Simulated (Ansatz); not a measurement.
# N2H4 (triplet): from Hartree-Fock to the top rungs at distance N1–H4 along a hydrogen transfer = 0.942 Å, cc-pVDZ

One table from this session's results is given with a row withheld; the runs are named, their logs left out.

Computed with Ansatz 0.2.0, Gaussian basis. Level: cc-pVDZ, core rule «outside noble gas», up to 2 orbitals frozen.

To be run: UHF; CCSD(T) on ROHF; CCSD(T) on UHF; BCCD(T) on ROHF; CISD; CCSDT(Q) on ROHF; CCSDT(Q) on UHF; CASSCF and MRCISD+Q, 4 electrons in 4 orbitals; CASSCF and NEVPT2, 4 electrons in 4 orbitals; CASSCF and NEVPT2, 10 electrons in 10 orbitals.

2 further runs of the same task are left out: 1 that didn't finish, 1 set aside as unsound or not needed.

## The geometry

The geometry derives from fragments relaxed apart (PBE0/def2-TZVP) and kept rigid, so it is no stationary point. A hydrogen atom is moved between rigid fragments.

6 atoms, charge 0, spin multiplicity 3.

Atoms are counted from 1 here; the program's logs count them from 0.

Bond lengths: N1–H2 1.012 Å, N1–H3 1.012 Å, N1–H4 0.942 Å, N5–H6 1.040 Å. Angles: H2–N1–H3 107.1°, H2–N1–H4 107.1°, H3–N1–H4 107.1°.

The first run:

File in.yaml:

```yaml
crystal:
  periodic: [false, false, false]
  atoms:
    - {symbol: N, position_ang: [-1.125161, 0.013798, -0.027687]}
    - {symbol: H, position_ang: [-1.422441, 0.981632, -0.027687]}
    - {symbol: H, position_ang: [-1.422440, -0.388500, 0.852572]}
    - {symbol: H, position_ang: [-0.183161, 0.013798, -0.027687]}
    - {symbol: N, position_ang: [1.234839, 0.013798, -0.027687]}
    - {symbol: H, position_ang: [1.503921, -0.990428, -0.027687]}
basis:
  gaussian: {orbitals: cc-pVDZ}
magnetization: {spin_polarized: true, initial_magnetization: 2}
hamiltonian: {xc: hf}
output: {orbitals: {seedname: orbitals}}
```

Command:

```console
ansatz run in.yaml --threads 1 --pin off --events-out ev --progress --plain --max-ram 2393MiB
```

Among the steps run: UHF; CCSD(T) on ROHF; CCSD(T) on UHF; BCCD(T) on ROHF; CISD; CCSDT(Q) on ROHF; CCSDT(Q) on UHF; CASSCF and MRCISD+Q, 4 electrons in 4 orbitals; CASSCF and NEVPT2, 4 electrons in 4 orbitals; CASSCF and NEVPT2, 10 electrons in 10 orbitals.

One of the session's tables, all rows but one given; the rest of the session is left out.

| method | from UCCSDT(Q) (kJ/mol) |
| --- | --- |
| ROHF | +917.2 |
| UHF | +896.0 |
| RMP2 | +111.4 |
| UMP2 | ? |
| CISD | +89.7 |
| RCCSD | +20.3 |
| UCCSD | +19.9 |
| RCCSD(T) | +3.1 |
| UCCSD(T) | +3.0 |
| BCCD(T) | +3.1 |
| RCCSDT | +1.4 |
| UCCSDT | +1.3 |
| RCCSDT(Q) | +0.2 |
| UCCSDT(Q) | 0 |
| CASSCF pair | +856.5 |
| NEVPT2 pair | +105.8 |
| CASSCF valence | +671.8 |
| NEVPT2 valence | +124.0 |

Q: Estimate the row for UMP2 from the others.

**Answer.** from UCCSDT(Q) (kJ/mol): +111.2. In the column «from UCCSDT(Q) (kJ/mol)» it lies between NEVPT2 pair (+105.8) and RMP2 (+111.4).

Not comparable, so not listed: CASSCF and MRCISD+Q, 4 electrons in 4 orbitals (they don't share determinant, frozen orbitals or solution with the rows shown, or repeat one).

Limits of these values: Restricted and unrestricted rows rest on different reference determinants; where their highest levels disagree by more than a few hundredths of an eV, they describe different states and don't form one ladder. Warnings in the runs' records: passed over end.
